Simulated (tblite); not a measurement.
Species: C3H3O (doublet state).
Atom-mapped SMILES: `[O:1]=[C:2]1[CH:3][CH2:4]1` (hydrogens: H5 on C3; H6, H7 on C4)

Computed geometry: GFN2-xTB, gas phase. This method treats the open shell by occupation alone, without spin polarisation.

(1) Give the optimised bond lengths and angles.

Results:

(1) 
| bond | length (Å) |
| --- | --- |
| O1=C2 | 1.188 |
| C2–C3 | 1.346 |
| C3–C4 | 1.466 |
| C2–C4 | 1.619 |
| C3–H5 | 1.067 |
| C4–H6, C4–H7 | 1.083 |

Bonds in one row agree within 0.01 Å and their mean is given. A selection of angles:
| angle | degrees |
| --- | --- |
| O1–C2–C3 | 163.2 |
| O1–C2–C4 | 138.0 |
| C3–C2–C4 | 58.4 |
| C2–C3–C4 | 70.1 |
| C2–C3–H5 | 136.4 |
| C4–C3–H5 | 132.1 |
| C3–C4–H6 | 120.8 |
| C2–C4–C3 | 51.5 |
| C2–C4–H6 | 128.0 |
| C2–C4–H7 | 107.5 |
| H6–C4–H7 | 113.9 |

Torsions: O1–C2–C3–C4 168° (antiperiplanar); O1–C2–C4–C3 -175° (antiperiplanar). The mirror-image conformer, all signs reversed, is as good.

The 3 C–C bonds span 1.346 Å (C2–C3, drawn single in one of several resonance forms) to 1.619 Å (C2–C4, drawn single), a spread of 0.273 Å. The 3-membered ring C2–C3–C4 has internal angles of 51.5° to 70.1°. The 4 heavy atoms lie in one plane (0.016 Å rms). C3 (carbon bonded to 2 C and H) is pyramidal (angles 136.4°, 132.1° and 70.1°, sum 338.6°, 0.30 Å off the plane of its three neighbours). C2 (carbon bonded to 2 C and O) has angles 163.2°, 138.0° and 58.4°.

Its GFN2-xTB frequencies are all real (lowest 285 cm⁻¹).
